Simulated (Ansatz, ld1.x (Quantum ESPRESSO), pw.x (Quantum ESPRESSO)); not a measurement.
**caesium (Cs) (fcc): variants of one TM potential in the solid**

```json
{
 "Element": "Cs",
 "Generator": "ld1.x (Quantum ESPRESSO) 7.5",
 "Type": "norm-conserving Troullier–Martins (Kleinman–Bylander form)",
 "Functional": "LDA (PW92)",
 "Relativity": "scalar-relativistic",
 "Frozen core": "[Xe]",
 "Valence charge": "1",
 "Reference configuration": "5d0 6s1 6p0",
 "Partial waves": "6s (bound): rc 4.20 bohr; 6p (bound, empty): rc 3.90 bohr; 5d (bound, empty): rc 3.90 bohr",
 "Local potential": "all-electron potential smoothed inside 3.00 bohr (lloc = -2)",
 "Core correction": "Bessel-smoothed model core inside 3.95 bohr"
}
```

Crystal test: fcc Cs in pw.x 7.5, no spin, 8³ k-points, Fermi–Dirac smearing 0.01 Ry, cutoffs set for each file from its atomic test. The reference is all-electron LAPW (Ansatz 0.2.0) with the same functional, mesh and smearing; V0 and B0 come from Birch–Murnaghan fits to the pressures at five volumes. Errors are pseudo minus all-electron; Δ is the rms difference of the E(V) curves that follow from these fits, minima aligned, over ±6 % about the mean V0. Mesh and smearing are coarse, so the numbers serve the comparison and aren't converged zero-temperature values; the lattice is a test structure that the element need not adopt.

All-electron: a0 = 7.272 Å (V0 = 96.12 Å³/atom), B0 = 2.4 GPa.

Base: This is a poor potential for the solid. Note: ghost state, extra bound levels that the all-electron valence spectrum of the same l lacks: s at -1.44 eV. A true bound ghost makes a file unfit for plane-wave use. The logarithmic derivative shows an extra or strongly shifted pseudo pole above the reference energy (s near -0.11 Ry).

2 further variants are left out: they gave no file fit for a test, a broken result, the same result as the base, or pressures whose basis-set error rivals the error shown.

| change | cutoffs (Ry) | pw.x | a0 (Å) | a0 error (%) | B0 error (%) | Δ (meV/atom) | mean pressure error (GPa) |
| --- | --- | --- | --- | --- | --- | --- | --- |
| base | 50/200 | converged; bound ghost | 7.178 | -1.29 | +6.9 | 2.0 | -0.09 |
| local potential all-electron potential smoothed inside 2.80 bohr (lloc = -2) | 50/200 | converged; bound ghost | 7.224 | -0.65 | -14.9 | 0.9 | -0.04 |
| wave 6p (bound): rc 3.90 bohr becomes 6p (bound): rc 5.54 bohr | 50/200 | converged; bound ghost | 7.191 | -1.11 | +4.2 | 1.7 | -0.08 |

(1) Give the row for: wave 5d (bound): rc 3.90 bohr becomes 5d (bound): rc 2.74 bohr.

## Answers

(1) pw.x: converged; bound ghost; mean pressure error (GPa): -0.09; a0 (Å): 7.177; a0 error (%): -1.30; B0 error (%): +7.2; Δ (meV/atom): 2.0.
